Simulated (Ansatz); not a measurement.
## Ansatz (development build ahead of 0.2.0) run

```yaml
crystal:
  periodic: [false, false, false]
  atoms:
    - { symbol: "N", position_ang: [0.0, 0.0, 0.0] }
    - { symbol: S, position_ang: [0.0, 0.0, 3.654] }
    - { symbol: H, position_ang: [0.9401, 0.0, -0.4207] }
    - { symbol: H, position_ang: [0.6161, 1.0671, 4.2055] }
basis:
  gaussian: { orbitals: pcseg-2 }
total_charge: 1
magnetization:
  initial_magnetization: 2
hamiltonian:
  xc: pbe
```

The input is written out in the form of the current development build from the run's settings.

The run gave:

| Quantity | Value |
| --- | --- |
| Converged | yes |
| Total energy | -453.36928 hartree |
| Spin squared of the determinant | 2.000 |
| Stability test | minimum among restricted orbitals |

Caution: stretched shape with no unrestricted run beside it, a lower state can exist; charge can spread falsely over distant fragments; other spin multiplicities may lie lower.
